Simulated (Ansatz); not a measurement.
```yaml
crystal:
  periodic: [false, false, false]
  atoms:
    - {symbol: Mg, position_ang: [0.261368, 0.746766, 0.379685]}
    - {symbol: Cl, position_ang: [-2.092372, 0.561210, -0.677449]}
    - {symbol: Cl, position_ang: [1.831004, -1.307976, 0.297764]}
basis:
  gaussian: {orbitals: cc-pVTZ-DK}
total_charge: -1
magnetization: {spin_polarized: true, initial_magnetization: 1}
hamiltonian: {xc: {name: PBE-QIDH}, pseudopotentials: {relativity: none}}
output: {forces: true}
```

```sh
$ ansatz run in.yaml --threads 4 --pin off --events-out ev --progress --plain --max-ram 3916MiB
```

Shortened log:

```
Functional definition: PBE-QIDH
596 factors; integrals over basis functions are off by at most 1.2e-3 eV
mean field evaluation 1: about -30449.9512 eV, gradient 6.4e0 eV
mean field evaluation 2: about -30450.0144 eV, gradient 6.5e0 eV
mean field evaluation 4: about -30450.6459 eV, gradient 1.1e0 eV
mean field evaluation 8: about -30450.6833 eV, gradient 6.4e-2 eV
mean field evaluation 16: about -30450.6834 eV, gradient 1.1e-4 eV
mean field -30450.68343571 eV, -1119.0419760479 hartree, gradient 6.2e-6 eV, S^2 0.751192; 0 other end points of the search recorded, 0 dependent functions left out
11 core orbitals not correlated: weight in the atoms' cores, before any rotation towards them, 1.000 or more for the frozen orbitals, at most 0.000 for the correlated occupied ones
reference -30450.68344992 eV, -1119.0419765700 hartree; 13, 12 occupied and 78, 79 virtual orbitals, 596 factors
second order -13.10488566 eV of doubles, -0.00000000 eV of singles
WARN: the results are in doubt because the basis set is contracted for relativity, which is off
Total energy: -30455.05174514 eV, -1119.2025084584 hartree
Atom 0 at     0.261368     0.746766     0.379685 Å, force    -0.383650    -1.096293    -0.557376 eV/Å
Atom 1 at    -2.092372     0.561210    -0.677449 Å, force     1.166892     0.083587     0.521050 eV/Å
Atom 2 at     1.831004    -1.307976     0.297764 Å, force    -0.783243     1.012706     0.036326 eV/Å
Dipole moment:     0.038347     0.109739     0.055770 e Å
In doubt: the basis set is contracted for relativity, which is off
```

It took 4 s on 4 threads of Arm Neoverse V1 on a shared host.

DK, ANO-RCC and x2c sets are all-electron and run with scalar relativity unless a key says otherwise. Correlated methods freeze 11 core orbitals; core or outer-core shells of Mg are correlated, in sets that lack core-valence functions. The highest occupied level of an anion often lies above zero with these methods, and sets without diffuse functions describe the outer electron poorly. The program marks the result for the charge -1 doublet as doubtful (missing relativity).

The dipole of an ion depends on the origin.
